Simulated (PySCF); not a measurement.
Gas-phase reaction: Si(NH2)4 = 2 N2 + SiH4 + 4 H

Method: PySCF energies plus ideal-gas RRHO corrections (1 bar). † marks an energy on the PBE0/def2-TZVP geometry and frequencies. MP2 and CCSD(T) freeze the core. Open shells (unrestricted): H (multiplicity 2); the rest are closed-shell singlets. B3LYP is the form with VWN-RPA correlation. Si(NH2)4: computed as isolated molecules; such fragments, hydroxides, amides, oligomers or adducts are transient or little studied in the gas. MP2 isn't extrapolated to the basis-set limit; its ΔH°(298 K) is 1049.3 kJ in def2-SVP and 1216.4 kJ in def2-TZVPP. CCSD(T) isn't extrapolated to the basis-set limit. The harmonic model lacks anharmonicity and excited electronic states, which grow with temperature; levels with a mode under 35 cm⁻¹ are left out. Internal rotation in Si(NH2)4 is treated as a harmonic vibration of one conformer, which makes the entropy rough.

ΔH° and ΔS° at 298 K: B3LYP/def2-TZVP† 1232 kJ, 710 J/K; BLYP/def2-TZVP† 1161 kJ, 710 J/K; CCSD(T)/def2-SVP† 1065 kJ, 710 J/K; MP2/def2-TZVPP† 1216 kJ, 710 J/K.

### Question
With the heat capacities included, give log10 K (1 bar) at 600, 800, 1200, 1400, 1600 K from B3LYP/def2-TZVP†, BLYP/def2-TZVP†, CCSD(T)/def2-SVP†, MP2/def2-TZVPP†.

### Answer
| T (K) | B3LYP/def2-TZVP† | BLYP/def2-TZVP† | CCSD(T)/def2-SVP† | MP2/def2-TZVPP† |
|---|---|---|---|---|
| 600 | -69.8 | -63.6 | -55.3 | -68.5 |
| 800 | -42.8 | -38.2 | -31.9 | -41.8 |
| 1200 | -15.8 | -12.7 | -8.5 | -15.1 |
| 1400 | -8.0 | -5.4 | -1.8 | -7.5 |
| 1600 | -2.3 | 0.1 | 3.2 | -1.7 |
